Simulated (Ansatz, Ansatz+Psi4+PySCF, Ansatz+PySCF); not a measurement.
```csv
atom,x (Å),y (Å),z (Å)
C,0.0070,0.5194,-0.1415
O,-1.1466,-0.2135,-0.0747
O,1.1748,-0.1580,0.0848
H,0.0239,1.4636,0.2899
H,1.0769,-1.0371,-0.3028
H,-1.3664,-0.4272,0.8468
```

Basis set: cc-pVTZ (spherical functions). Correlated methods keep 3 orbitals frozen. Correlation on ROHF uses semicanonical orbitals with singles. Charge 0, multiplicity 2.

Computed with Ansatz (development build ahead of 0.2.0); each method stands on the lowest determinant of its kind that the runs found.

The atomization energy at this shape (free ground-state atoms in the same class of orbitals less the molecule, no zero-point energy) of doublet CH3O2:

```json
{"method": "ROHF-CCSD(T)", "atomization energy": "497.22 kcal/mol"}
```

(1) What does ROHF-MP2 give?

Answers

(1) 511.01 kcal/mol.
